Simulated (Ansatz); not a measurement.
The cluster Al2H4⁻, relaxed as a quartet with UKS r2SCAN-D4/def2-TZVPD in Ansatz, starting from the r2SCAN-D4/def2-TZVPD geometry of the charge -1 doublet. Force threshold 0.02 eV/Å.

The highest occupied level of the charge -1 quartet lies above zero (up to 0.59 eV). It is a level of α spin, whose loss leaves a triplet; that state wasn't run at this geometry and level. The electron is either unbound and held by the finite basis, or the level is raised by self-interaction error. The relaxation made no stability test and no search for a lower SCF solution. At r2SCAN-D4/def2-TZVPD a doublet of charge -1 lies 1.94 eV below the quartet, each at its own geometry. The structure comes from a short search, and lower isomers may exist.

Start:

```xyz
6

Al   -0.614    0.113   -1.077
Al    0.614   -0.113    1.077
H    -0.016   -0.726    2.448
H    -2.162   -0.326   -1.319
H     0.017    0.724   -2.447
H     2.162    0.328    1.319
```

Task: Estimate the energy that the relaxation releases and the steps that it takes.

Result: 34.9 kcal/mol, in 10 steps; 17 s on 4 threads of Arm Neoverse V1 on a shared host. No frequencies were taken in this run, so the end may be a saddle point.

Task: Does the start keep its bonding and symmetry?

Result: By distances, no bond broke or formed. The bond that changes most is Al1–Al2, from 2.49 to 2.94 Å (atoms count from 1). Point group D2h at the start, C2h at the end, both within 0.05 Å.

Task: Predict the relaxed structure.

Result: 
```xyz
6

Al   -0.5242   -0.3425   -1.3273
Al    0.5233    0.3433    1.3326
H    -0.1789   -0.8833    2.1276
H    -2.0966   -0.2169   -0.9499
H     0.1817    0.8758   -2.1324
H     2.0946    0.2236    0.9494
```
Bond lengths (bridged metal pairs left out): 4 × Al–H 1.62 Å.
